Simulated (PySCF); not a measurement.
**A thermochemical cycle for C2**

PBE0 in PySCF with def2-TZVP on every atom, for the lowest determinant that a PBE0 search found; no spin–orbit coupling. C2, a triplet (σ ↑, π ↑), has De = 6.30 eV to neutral atoms, and C₂⁺, a quartet (σ ↑, π ↑↑), has De = 6.01 eV to C⁺ + C.

At the same level the C atom ionises at 11.51 eV.

Q: What is the adiabatic ionisation energy of the molecule, and does ionisation strengthen or weaken the bond?

A: IE = IE(C) + De(neutral) − De(ion) = 11.51 + 6.30 − 6.01 = 11.80 eV. De changes by -0.29 eV, so ionisation weakens the bond.

States were picked by a PBE0 search and need not be the measured ground states.
